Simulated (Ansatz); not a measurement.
```yaml
crystal:
  periodic: [false, false, false]
  atoms:
    - {symbol: N, position_ang: [-0.917680, 0.936418, -0.380949]}
    - {symbol: C, position_ang: [0.237421, 0.391927, 0.206496]}
    - {symbol: C, position_ang: [0.389782, -1.035190, 0.421222]}
    - {symbol: O, position_ang: [1.157441, -0.374704, -0.580323]}
    - {symbol: H, position_ang: [-1.360614, 0.284148, -1.014622]}
    - {symbol: H, position_ang: [-0.713741, 1.790203, -0.883780]}
    - {symbol: H, position_ang: [0.729013, 1.078248, 0.891539]}
    - {symbol: H, position_ang: [0.948427, -1.410226, 1.275643]}
    - {symbol: H, position_ang: [-0.381649, -1.707025, 0.047672]}
basis:
  gaussian: {orbitals: ANO-RCC-VTZP, final_grid: {core_spheres: 20, valence_spheres: 16, degree: 47}}
hamiltonian: {xc: {name: r2SCAN0}, dispersion: d4}
scf: {lower_state_search: full}
```

```sh
$ ansatz run in.yaml --threads 2 --pin off --events-out ev --progress --plain --max-ram 4352MiB
```

Shortened log:

```
Functional definition: r2SCAN0
1186 factors; their error is unknown
mean field evaluation 1: about -5687.2535 eV, gradient 5.4e1 eV
mean field evaluation 2: about -5685.7910 eV, gradient 6.1e1 eV
mean field evaluation 4: about -5693.0026 eV, gradient 3.4e0 eV
mean field evaluation 8: about -5693.0248 eV, gradient 3.5e-2 eV
mean field evaluation 16: about -5693.0159 eV, gradient 3.2e-5 eV
mean field -5693.01588876 eV, -209.2144750470 hartree, gradient 3.2e-5 eV, S^2 0.000000; 0 other end points of the search recorded, 0 dependent functions left out
reference -5693.01590486 eV, -209.2144756389 hartree; 16, 16 occupied and 174, 174 virtual orbitals, 1186 factors
Total energy: -5693.04982582 eV, -209.2157222111 hartree
Relativity: scalar
```

Run time 8.5 s (2 threads of an Arm Neoverse V1 on a shared host); peak host memory 0.39 GiB.
